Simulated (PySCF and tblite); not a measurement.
Results of a calculation; reference values are marked as such.
Barrier and rate of a ring inversion

System: C₄H₆OS, numbered as in [O:1]=[C:2]1[CH2:3][CH2:4][S:5][CH2:6]1.

Motion: inversion of the 5-membered ring (2–3–4–5–6). Level: BHandHLYP/pcSseg-1 + D3(BJ), IEF-PCM chloroform on GFN2-xTB stationary points, with GFN2-xTB thermal terms. Rates follow Eyring's equation with the number of equivalent paths and no tunnelling. Run with tblite and PySCF.

```json
{"point": "start (envelope)", "symmetry": "C1", "E(GFN2) kcal/mol": "0.0", "E(DFT) kcal/mol": "0.0", "ZPE change kcal/mol": "0.00", "lowest mode cm⁻¹": "70", "dipole D": "2.30"}
{"point": "saddle (envelope)", "symmetry": "C1", "E(GFN2) kcal/mol": "1.7", "E(DFT) kcal/mol": "2.2", "ZPE change kcal/mol": "-0.14", "lowest mode cm⁻¹": "122i", "dipole D": "2.49"}
{"point": "end (envelope)", "symmetry": "C1", "E(GFN2) kcal/mol": "0.0", "E(DFT) kcal/mol": "0.0", "ZPE change kcal/mol": "0.00", "lowest mode cm⁻¹": "70", "dipole D": "2.30"}
```

| Quantity | Value |
| --- | --- |
| Electronic barrier | 2.2 kcal/mol |
| Barrier with zero-point energy | 2.1 kcal/mol |
| ΔH‡ (298 K) | 1.7 kcal/mol |
| ΔS‡ (298 K, symmetry apart) | -2.1 cal/(mol K) |
| Paths | 2 equivalent paths |
| End point | the same structure with atoms interchanged, or its mirror image |
| Mean lifetime of the start against this motion at 298 K | 4.4 ps |
| Cost | 31 s on 1 thread of INTEL XEON PLATINUM 8581C @ 2.10GHz (shared host) (rough), peak memory 0.72 GiB, launched as `OMP_NUM_THREADS=1 python ens_run.py task.json out` |

```json
{"T/K": "200", "ΔG‡ kcal/mol": "2.2", "k s⁻¹": "3.4×10¹⁰"}
{"T/K": "250", "ΔG‡ kcal/mol": "2.3", "k s⁻¹": "1.1×10¹¹"}
{"T/K": "298", "ΔG‡ kcal/mol": "2.4", "k s⁻¹": "2.3×10¹¹"}
{"T/K": "350", "ΔG‡ kcal/mol": "2.5", "k s⁻¹": "4.1×10¹¹"}
{"T/K": "400", "ΔG‡ kcal/mol": "2.6", "k s⁻¹": "6.1×10¹¹"}
```

ΔG and ΔG‡ leave out symmetry numbers and mirror images; rates count paths: 2 out.
